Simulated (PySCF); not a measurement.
Aluminium: a sound run and one with changed settings

Sound run: Al [Ne] 3s2 3p1, Al⁺ [Ne] 3s2. All numbers are calculated (PySCF 2.14, no relativity, point nucleus, in def2-TZVP (5s5p2d1f, 37 functions)). In the sound run the correlated levels freeze [Ne]. The sound run starts from symmetry-adapted Hartree-Fock orbitals and uses a fine grid where one is needed.

Changed run: all electrons correlated in a basis built for the valence shell.

| species | method | sound run (hartree) | changed run (hartree) | converged |
| --- | --- | --- | --- | --- |
| Al | MP2 | -241.90934 | -242.02648 | yes |
| Al | CCSD(T) | -241.92584 | -242.04406 | yes |
| Al⁺ | MP2 | -241.69600 | -241.81345 | yes |
| Al⁺ | CCSD(T) | -241.70808 | -241.82666 | yes |

Ionisation energy of Al:

```csv
method,sound run (eV),changed run (eV)
UHF,5.595,5.595
MP2,5.805,5.797
SCS-MP2,5.789,5.781
CCSD,5.895,5.889
CCSD(T),5.925,5.916
```

A valence basis has no tight correlating functions, so it recovers only part of the core correlation, and not evenly between atom and ion.

For comparison, NIST gives 5.986 eV between the lowest levels.
